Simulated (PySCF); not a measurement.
## Basis-set dependence of excited states

CuCl (singlet state).
Numbering: `[Cl:1][Cu:2]`

TDDFT with PBE0 (PySCF), vertical singlets, core orbitals frozen in the response, spherical d and f functions. Geometry: PBE0-D3(BJ)/def2-SVP; no solvent, vibrations or thermal averaging.

Task: Compare def2-SVP, def2-SVPD, def2-TZVP, aug-cc-pVDZ, def2-TZVPD and aug-cc-pVTZ for this molecule.

Result: 

```json
{"basis": "def2-SVP", "functions": "49", "diffuse": "no", "S1 (eV)": "2.55", "S2 (eV)": "2.55", "S3 (eV)": "2.90", "S4 (eV)": "2.97", "S5 (eV)": "2.97", "LUMO (eV)": "-2.42", "α (au)": "24.6"}
{"basis": "def2-SVPD", "functions": "61", "diffuse": "yes", "S1 (eV)": "2.71", "S2 (eV)": "2.71", "S3 (eV)": "2.88", "S4 (eV)": "3.14", "S5 (eV)": "3.14", "LUMO (eV)": "-2.88", "α (au)": "35.7"}
{"basis": "def2-TZVP", "functions": "82", "diffuse": "no", "S1 (eV)": "2.80", "S2 (eV)": "2.80", "S3 (eV)": "3.03", "S4 (eV)": "3.40", "S5 (eV)": "3.40", "LUMO (eV)": "-2.85", "α (au)": "29.5"}
{"basis": "aug-cc-pVDZ", "functions": "86", "diffuse": "yes", "S1 (eV)": "2.74", "S2 (eV)": "2.74", "S3 (eV)": "2.90", "S4 (eV)": "3.24", "S5 (eV)": "3.24", "LUMO (eV)": "-2.99", "α (au)": "36.9"}
{"basis": "def2-TZVPD", "functions": "94", "diffuse": "yes", "S1 (eV)": "2.79", "S2 (eV)": "2.79", "S3 (eV)": "2.97", "S4 (eV)": "3.36", "S5 (eV)": "3.36", "LUMO (eV)": "-3.02", "α (au)": "37.2"}
{"basis": "aug-cc-pVTZ", "functions": "143", "diffuse": "yes", "S1 (eV)": "2.79", "S2 (eV)": "2.79", "S3 (eV)": "2.94", "S4 (eV)": "3.33", "S5 (eV)": "3.33", "LUMO (eV)": "-2.97", "α (au)": "37.7"}
```

States are compared by their number. Against the largest diffuse basis here (aug-cc-pVTZ, itself not a converged limit), sets without diffuse functions differ by up to 0.24 eV in S1 and 0.36 eV in S5; the smaller diffuse sets differ by up to 0.08 and 0.19 eV. State by state, the largest deviation of a set without diffuse functions is S1 0.24, S2 0.24, S3 0.09, S4 0.36, S5 0.36 eV. The same number needn't mean the same state in each row. Against aug-cc-pVTZ the polarisability deviates by -35% in def2-SVP, -5% in def2-SVPD, -22% in def2-TZVP, -2% in aug-cc-pVDZ, -1% in def2-TZVPD.
